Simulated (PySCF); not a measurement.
Molecule: chlorobenzene (SMILES c1c(Cl)cccc1).

Molfile (atoms numbered from 1):
```
C6H5Cl
     RDKit          3D

 12 12  0  0  0  0  0  0  0  0999 V2000
    3.5233    0.3066   -0.0059 Cl  0  0  0  0  0  0  0  0  0  0  0  0
    1.7944    0.1785   -0.0025 C   0  0  0  0  0  0  0  0  0  0  0  0
    1.0196    1.3377    0.0130 C   0  0  0  0  0  0  0  0  0  0  0  0
   -0.3693    1.2263    0.0156 C   0  0  0  0  0  0  0  0  0  0  0  0
   -0.9775   -0.0283    0.0029 C   0  0  0  0  0  0  0  0  0  0  0  0
   -0.1902   -1.1790   -0.0124 C   0  0  0  0  0  0  0  0  0  0  0  0
    1.1999   -1.0827   -0.0152 C   0  0  0  0  0  0  0  0  0  0  0  0
    1.5081    2.3133    0.0228 H   0  0  0  0  0  0  0  0  0  0  0  0
   -0.9797    2.1324    0.0275 H   0  0  0  0  0  0  0  0  0  0  0  0
   -2.0666   -0.1094    0.0049 H   0  0  0  0  0  0  0  0  0  0  0  0
   -0.6596   -2.1655   -0.0224 H   0  0  0  0  0  0  0  0  0  0  0  0
    1.8275   -1.9752   -0.0271 H   0  0  0  0  0  0  0  0  0  0  0  0
  1  2  1  0
  2  3  2  0
  3  4  1  0
  4  5  2  0
  5  6  1  0
  6  7  2  0
  7  2  1  0
  3  8  1  0
  4  9  1  0
  5 10  1  0
  6 11  1  0
  7 12  1  0
M  END
```

Geometry PBE0-D3(BJ)/def2-SVP throughout; GIAO in PySCF 2.14, gas phase, one conformer, non-relativistic; equivalent atoms averaged; functional PBE0.

Problem. How do the absolute shieldings σ depend on the basis set? (ppm; last column core-seconds on 1 thread of an Arm Neoverse V1, shared host)

Solution. 
```
    basis set  functions    Cl1     C2  C4/C6  C3/C7     C5  H9/H11  H8/H12    H10  core-s
       STO-3G         44  926.7  115.0  123.1  124.2  124.4   25.41   25.51  25.51     3.6
     pcSseg-0         77  745.8   41.9   53.9   54.4   56.8   25.55   25.67  25.66     6.5
        6-31G         77  764.0   61.4   74.1   74.0   76.8   25.23   25.38  25.36     7.3
       6-31G*        112  751.3   60.2   70.9   70.7   74.1   24.74   24.83  24.86      11
      cc-pVDZ        127  750.1   54.2   67.6   68.2   71.3   24.06   24.07  24.16      12
     def2-SVP        127  760.0   53.3   66.3   67.1   70.1   24.19   24.17  24.32      10
     pcSseg-1        151  706.5   38.4   49.4   49.6   53.0   23.86   23.83  23.97      15
  aug-cc-pVDZ        210  750.3   53.0   66.6   67.5   70.7   23.88   23.79  23.95      23
6-311+G(2d,p)        227  706.4   41.8   53.5   53.3   57.2   24.00   23.92  24.11      28
    def2-TZVP        253  685.6   39.6   52.1   52.0   55.9   23.95   23.92  24.08      30
      cc-pVTZ        284  723.9   41.6   53.4   53.6   57.1   23.81   23.78  23.92      36
     IGLO-III        304  698.5   33.5   46.0   46.1   50.1   23.89   23.82  24.00      38
     pcSseg-2        329  698.8   33.1   45.1   45.1   49.0   23.73   23.67  23.85      55
```

Problem. Which nucleus moves most, in ppm?

Solution. Cl1 (chlorine bonded to C): from 685.6 ppm with def2-TZVP to 926.7 ppm with STO-3G. The smallest spread is 1.81 ppm, at H10. Proton shifts span only some 12 ppm, so a few tenths of a ppm matter as much there as several ppm in carbon.

Problem. Taking the largest basis, pcSseg-2 (329 functions), as the yardstick, rank the others by their worst heavy-atom deviation.

Solution. IGLO-III 1.1 ppm (304 functions), pcSseg-1 7.7 ppm (151 functions), 6-311+G(2d,p) 8.8 ppm (227 functions), def2-TZVP 13.2 ppm (253 functions), cc-pVTZ 25.1 ppm (284 functions), pcSseg-0 47.1 ppm (77 functions), cc-pVDZ 51.3 ppm (127 functions), aug-cc-pVDZ 51.5 ppm (210 functions), 6-31G* 52.5 ppm (112 functions), def2-SVP 61.2 ppm (127 functions), 6-31G 65.2 ppm (77 functions), STO-3G 227.9 ppm (44 functions).

A small basis that lands close on one nucleus may do so by chance; judge by the trend and by all nuclei.
